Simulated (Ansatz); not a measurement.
Compare A (`C/N=C\CCl`) with its isomer B (`CC(Cl)C=N`).

Gas-phase electronic energies from Ansatz, PBE0-D4/def2-TZVP geometries. CCSD(T)/CBS is the MP2 limit (def2-TZVPP, def2-QZVPP) plus CCSD(T) − MP2 in def2-TZVPP, frozen cores. DFT in def2-TZVPP. B3LYP here is the variant with VWN-RPA as its local correlation; programs differ in this. One conformer a species, not always the lowest.

**Question.** Which is lower in electronic energy at CCSD(T)/CBS, and by how much? (Best estimate.)

**Answer.** Ansatz gave: B, by 11.5 kcal/mol.

**Question.** Give E(B) − E(A) in kcal/mol with B3LYP-D4, MP2/def2-TZVPP, HF/def2-TZVPP, PBE0-D4, CCSD/def2-TZVPP, B3LYP, r2SCAN-D4. (An estimate is asked.)

**Answer.** Computed: B3LYP-D4 -9.7, MP2/def2-TZVPP -12.0, HF/def2-TZVPP -10.6, PBE0-D4 -10.1, CCSD/def2-TZVPP -11.4, B3LYP -9.1, r2SCAN-D4 -10.5. None reverses the order clearly.

Largest T1 diagnostic: 0.011.

From PBE to PBE0 (25 % exact exchange), in def2-TZVPP and without D4, E(B) − E(A) moves by −0.9 kcal/mol. In def2-TZVPP, CCSD(T) changes the Hartree–Fock value by −0.8 kcal/mol (the triples alone add −0.0 kcal/mol) and MP2 by −1.4 kcal/mol.
